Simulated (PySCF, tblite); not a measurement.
**CCl₂ (triplet), a cluster model of a defect: EPR parameters**

What EPR parameters should one expect for `Cl[C]Cl`? It is drawn as: twofold C.

Computed with tblite 0.8.0 and PySCF 2.14.0; each step states its level. No surroundings beyond the atoms listed, unless a continuum is named. Atoms count from 0, parts from 1.

### Step 1. The system as given

3 atoms, charge 0, multiplicity 3; geometry: distance geometry start.

### Step 2. Geometry optimisation with GFN2-xTB

What the job is given:

```
{"job": {"kind": "relax", "xc": "GFN2-xTB", "basis": "xTB"}, "charge": 0, "multiplicity": 3}
C     -0.012518     0.704030    -0.002511
Cl    -1.436993    -0.339339     0.009914
Cl     1.485030    -0.348691    -0.009970
```

Method: GFN2-xTB geometry optimisation, gas phase.

On the command line:

```console
$ OMP_NUM_THREADS=1 python cluster_run.py task.json out
```

The driver reads the jobs from task.json and runs them one after another.

**Question.** The jobs that follow are: PBE0-D3(BJ)/def2-SVP geometry optimisation, gas phase; UKS B3LYP, IGLO-III on C Cl, non-relativistic, mean-field spin-orbit, GIAO; UKS BHandHLYP, IGLO-III on C Cl, non-relativistic, mean-field spin-orbit, GIAO. Predict: point group; rotational constants (main isotopes); D, E (B3LYP); g(iso) (B3LYP); ⟨S²⟩; largest a(iso) (averaged by class); surface potential, 1st and 99th percentile.

As calculated:

| quantity | value |
| --- | --- |
| point group | C2v |
| rotational constants (main isotopes) | 91.89, 3.18, 3.07 GHz |
| D, E (B3LYP) | 23.142, 0.093 cm⁻¹ |
| g(iso) (B3LYP) | 2.00511 |
| ⟨S²⟩ | 2.008 (exact 2.00) |
| largest a(iso) (averaged by class) | 13C on C0, 443.4 MHz |
| surface potential, 1st and 99th percentile | -0.11 V and 0.93 V |

In words: Over 3 steps the energy fell by 0.074 eV; of the close pairs, C0–Cl2 changed most, 1.607 to 1.677 Å (PBE0/def2-SVP). C0 carries the largest spin population, 1.55 e. The isotropic g lies 2.8 ppt above the free-electron value. The coupling of 13C on C0 runs from 443.4 (B3LYP/IGLO-III) to 475.1 MHz (BHandHLYP/IGLO-III). The triplet was assumed; the singlet may lie lower.
